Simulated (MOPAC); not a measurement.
MOPAC input (PM7):

```
PM7 1SCF GEO-OK AUX(PRECISION=9) THREADS=1
AlCl3

Al   -0.00000000 1    0.00000000 1   -0.00000000 1
Cl   -0.00589700 1    2.07624800 1    0.02827800 1
Cl    1.80113700 1   -1.03281500 1   -0.02893200 1
Cl   -1.79524000 1   -1.04343200 1    0.00065400 1
```

From the output:

```
                                                       MOPAC v23.2.5 Linux

          FINAL HEAT OF FORMATION =       -135.34058 KCAL/MOL =    -566.26499 KJ/MOL

          COSMO AREA              =        130.84 SQUARE ANGSTROMS
          COSMO VOLUME            =        120.39 CUBIC ANGSTROMS

          IONIZATION POTENTIAL    =         11.123022 EV
          HOMO LUMO ENERGIES (EV) =        -11.123 -1.269
          NO. OF FILLED LEVELS    =         12
          MOLECULAR WEIGHT        =        133.3405         POINT GROUP:  D3h

          MOLECULAR DIMENSIONS (Angstroms)

            Atom       Atom       Distance
           Cl     3   Cl     2     3.59651
           Cl     4   Cl     2     3.11467
           Al     1   Cl     2     0.00000

          SCF CALCULATIONS        =          1

   ATOM   CHEMICAL          X               Y               Z
  NUMBER   SYMBOL      (ANGSTROMS)     (ANGSTROMS)     (ANGSTROMS)

     1      Al         -0.00000000  *   0.00000000  *  -0.00000000  *
     2      Cl         -0.00589700  *   2.07624800  *   0.02827800  *
     3      Cl          1.80113700  *  -1.03281500  *  -0.02893200  *
     4      Cl         -1.79524000  *  -1.04343200  *   0.00065400  *

                             CARTESIAN COORDINATES

   1   Al       -0.000000000     0.000000000    -0.000000000
   2   Cl       -0.005897000     2.076248000     0.028278000
   3   Cl        1.801137000    -1.032815000    -0.028932000
   4   Cl       -1.795240000    -1.043432000     0.000654000

           Empirical Formula: Al Cl3  =     4 atoms

      MOLECULAR POINT GROUP   :   D3h

                  EIGENVALUES
 -26.45550 -26.45550 -25.49750 -14.54875 -14.54875 -13.40630 -13.21147 -13.21147
 -12.81250 -12.44974 -12.44974 -11.12302  -1.26858  -0.17012  -0.17011   0.41826
  15.77091  15.77091  16.40603  17.83421  17.83421  68.61840  68.90967  68.90968
  68.99872  69.00220  69.00220  69.25376  69.25378  69.94582  70.13481  70.13482
  70.42287  70.47146  70.47148  70.69187

              NET ATOMIC CHARGES AND DIPOLE CONTRIBUTIONS

  ATOM NO.   TYPE          CHARGE      No. of ELECS.   s-Pop       p-Pop       d-Pop
    1         Al           0.240044        2.7600     0.25424     1.70196     0.80376
    2         Cl          -0.080017        7.0800     1.95721     5.12121     0.00160
    3         Cl          -0.080014        7.0800     1.95721     5.12121     0.00160
    4         Cl          -0.080013        7.0800     1.95721     5.12121     0.00160
 DIPOLE           X         Y         Z       TOTAL
 POINT-CHG.    -0.000    -0.000    -0.000     0.000
 HYBRID         0.000     0.000     0.000     0.000
 SUM           -0.000    -0.000     0.000     0.000

          ATOMIC ORBITAL ELECTRON POPULATIONS

     Atom    s        px        py        pz      x^2-y^2     xz        z^2       yz        xy
    1 Al   0.25424   0.64590   0.64588   0.41018   0.23715   0.10364   0.12218   0.10364   0.23715
    2 Cl   1.95721   1.81143   1.51619   1.79360   0.00004   0.00023   0.00025   0.00035   0.00073
    3 Cl   1.95721   1.58924   1.73837   1.79360   0.00055   0.00032   0.00025   0.00026   0.00022
    4 Cl   1.95721   1.59069   1.73686   1.79365   0.00056   0.00032   0.00025   0.00026   0.00021

 **********************
 *                    *
 * JOB ENDED NORMALLY *
 *                    *
 **********************

 == MOPAC DONE ==
```

The geometry given is a B3LYP-D3(BJ)/def2-TZVP minimum.
